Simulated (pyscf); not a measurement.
•HN–Si(SiH₃)(SiH₃)–SiH₃ + H₂ → H₂N–Si(SiH₃)(SiH₃)–SiH₃ + H•, a hydrogen abstraction (doublet surface; H–H broken, H–N formed). PySCF, gas phase, ωB97X-D3(BJ)/def2-SVP geometries. Energies in eV from the separated reactants.

Small-basis levels: PySCF, no dispersion term, spherical d functions. AM1 to PM7: differences of heats of formation from MOPAC, which are fitted to 298 K values and so differ in kind from electronic energies by zero-point and thermal terms. Open shells are spin-unrestricted. 

```json
[
 {"level": "HF/STO-3G", "barrier": "1.20", "reaction energy": "+0.89"},
 {"level": "HF/3-21G", "barrier": "0.86", "reaction energy": "-0.23"},
 {"level": "HF/6-31G*", "barrier": "1.06", "reaction energy": "-0.06"},
 {"level": "BP86/6-31G*", "barrier": "0.28", "reaction energy": "+0.12"},
 {"level": "PBE/6-31G*", "barrier": "0.22", "reaction energy": "-0.07"},
 {"level": "B3LYP/3-21G", "barrier": "0.21", "reaction energy": "-0.06"},
 {"level": "B3LYP/LANL2DZ", "barrier": "0.31", "reaction energy": "-0.11"},
 {"level": "B3LYP/6-31G*", "barrier": "0.43", "reaction energy": "+0.08"},
 {"level": "B3LYP/6-311+G**", "barrier": "0.38", "reaction energy": "-0.02"},
 {"level": "AM1", "barrier": "1.11", "reaction energy": "+0.28"},
 {"level": "PM3", "barrier": "1.19", "reaction energy": "+1.26"},
 {"level": "PM7", "barrier": "1.29", "reaction energy": "+1.89"},
 {"level": "ωB97M-D3(BJ)/def2-TZVP", "barrier": "0.40", "reaction energy": "-0.21"}
]
```

Against the last row the barrier runs from -0.19 (B3LYP/3-21G) to +0.90 eV (PM7). At PM3, PM7 this geometry lies under one side, so the entry may be no barrier of that level: it is a single point on another level's saddle. ωB97M-D3(BJ)/def2-TZVP has limits of its own. •HN–Si(SiH₃)(SiH₃)–SiH₃ lies 1.60 eV over its isomer H₃Si–NH–Si•(SiH₃)–SiH₃ (electronic energy, ωB97M-D3(BJ)/def2-TZVP). H₂N–Si(SiH₃)(SiH₃)–SiH₃ lies 0.55 eV over its isomer H₃Si–NH–SiH(SiH₃)–SiH₃ (electronic energy, ωB97M-D3(BJ)/def2-TZVP). This is the saddle that the search found; another between the same sides may lie lower. The angle at the transferred H is 157°.
